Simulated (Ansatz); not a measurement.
**P₂H₂+ (doublet): the correlation ladder, def2-TZVPP**

One table from this session's results is given with a row withheld; the runs are named, their logs left out.

The runs use Ansatz 0.2.0, Gaussian basis; def2-TZVPP, core rule «outside noble gas», up to 10 orbitals frozen.

Plan: UHF; ROHF; CCSD(T) on UHF.

2 further runs of the same task are left out: 2 set aside as unsound or not needed.

## What is computed

The geometry is a PBE0/def2-TZVP stationary point (not a proven minimum) of the parent state, kept for this charge and spin.

4 atoms, charge 1, spin multiplicity 2.

Atoms are counted from 1 here; the program's logs count them from 0.

Bond lengths: P1–P2 2.159 Å, P1–H3 1.428 Å, P2–H4 1.428 Å. Angles: P2–P1–H3 95.2°, P1–P2–H4 95.2°.

The first run:

The input, in.yaml:

```yaml
crystal:
  periodic: [false, false, false]
  atoms:
    - {symbol: P, position_ang: [-0.031349, -0.073548, 1.077042]}
    - {symbol: P, position_ang: [-0.031350, 0.073548, -1.077042]}
    - {symbol: H, position_ang: [0.963360, 0.931093, 1.276164]}
    - {symbol: H, position_ang: [0.963376, -0.931077, -1.276164]}
basis:
  gaussian: {orbitals: def2-TZVPP}
total_charge: 1
magnetization: {spin_polarized: true, initial_magnetization: 1}
hamiltonian: {xc: hf}
output: {orbitals: {seedname: orbitals}}
```

Run with:

```console
$ ansatz run in.yaml --threads 1 --pin off --events-out ev --progress --plain --max-ram 2560MiB --backend cpu
```

Among the steps run: UHF; ROHF; CCSD(T) on UHF.

One table of the session follows, with a row left open; its other results are not shown here.

| method | from UCCSD(T) (meV) |
| --- | --- |
| ROHF | +8425.9 |
| UHF | +8025.1 |
| UMP2 | +1762.3 |
| UCCSD | ? |
| UCCSD(T) | 0 |

Estimate the missing values for UCCSD.

The run gave: from UCCSD(T) (meV): +409.5. In the column «from UCCSD(T) (meV)» it lies between UCCSD(T) (0) and UMP2 (+1762.3).

Limits of these values: The determinant is far from a pure spin state, so its energy mixes those of several spin states (harmless only where they are near-degenerate, as at dissociation).
